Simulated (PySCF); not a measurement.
C3H3 (charge -1).
SMILES with atom numbers: `[C-:1]#[C:2][CH3:3]` (hydrogens: H4, H5, H6 on C3)

The closed-shell ground state was solved at several levels (PySCF, density fitting, gas phase, non-relativistic). Isolated species at its PBE0-D3(BJ)/def2-SVP geometry, gas phase. The geometry's basis has no diffuse functions, a weakness for an anion. Where the HOMO energy is positive, the finite basis confines the outermost electrons. No diffuse functions stand in pcJ-1, pcSseg-1 and pcSseg-2, which bears on an anion's orbital energies.

```csv
level,basis functions,HOMO (eV),LUMO (eV),gap (eV)
CAM-B3LYP/def2-SVPD,84,-1.87,5.20,7.07
B3LYP/pcJ-1,111,0.06,5.61,5.55
PBE0/pcSseg-1,66,-0.20,5.94,6.14
```

**Question.** What might KT3/pcSseg-2 (150 basis functions) give for the same quantities?

**Answer.** HOMO 0.59 eV, LUMO 3.69 eV, gap 3.10 eV.

**Question.** Over all these levels, which gives the widest orbital gap and which the narrowest?

**Answer.** CAM-B3LYP/def2-SVPD (range-separated hybrid) has the widest, 7.07 eV, and KT3/pcSseg-2 (GGA) the narrowest, 3.10 eV. Functional and basis both differ between the two, so the spread mixes both effects.
